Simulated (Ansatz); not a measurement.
This geometry of H3OSi (5 atoms, charge 0, multiplicity 2) is a first-order saddle point.

Level of theory: UKS B3LYP-D4/def2-SVP in Ansatz 0.2.0.

```xyz
5
Properties=species:S:1:pos:R:3
O 0.307 -0.665 0.963
Si -0.292 0.339 -0.233
H 1.079 -1.193 0.722
H -1.305 -0.203 -1.155
H 0.212 1.721 -0.297
```

Q: Which two structures does it join? (They come from a converged band through this point; their orientation in space is the band's.)

A: No bond is made or broken. The height of Si2 over the plane of its neighbours goes from 0.53 to -0.53 Å. The two ends are copies of one structure, up to a mirror image or an exchange of like atoms.

Image 0:

```xyz
5
Properties=species:S:1:pos:R:3
O 0.604 -0.456 0.853
Si 0.059 0.330 -0.523
H 0.705 -1.414 0.793
H -1.261 -0.223 -0.994
H -0.107 1.762 -0.130
```

Image 8:

```xyz
5
Properties=species:S:1:pos:R:3
O 0.820 -0.479 0.633
Si -0.481 0.391 0.035
H 0.663 -1.410 0.834
H -1.056 -0.247 -1.202
H 0.055 1.745 -0.299
```

Q: How far does it lie above each of them?

A: 0.55 eV above the first and 0.55 eV above the second. This is the barrier of this one path; another mechanism may lie lower.

The run took 3.1 min on 1 thread of AMD EPYC 7R43 64-Core Processor (Zen 3), on a shared host, peak memory 0.12 GiB.
